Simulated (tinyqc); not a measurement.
Inside a calculation. Method: RKS/LDA (VWN5) in the sto-6g basis, for HF, spin multiplicity 1. One step of it, computed by the program tinyqc.

Question. Iteration 2: DIIS coefficients. Solve [B -1; -1 0][c; lambda] = [0; -1] for the coefficients, which sum to one.

B (overlaps of the stored error matrices):
```
[[3.8680358e-01, -3.9190062e-01],
 [-3.9190062e-01, 7.3386812e-01]]
```

Give: DIIS coefficients.

Answer.

DIIS coefficients: [0.5911, 0.4089]
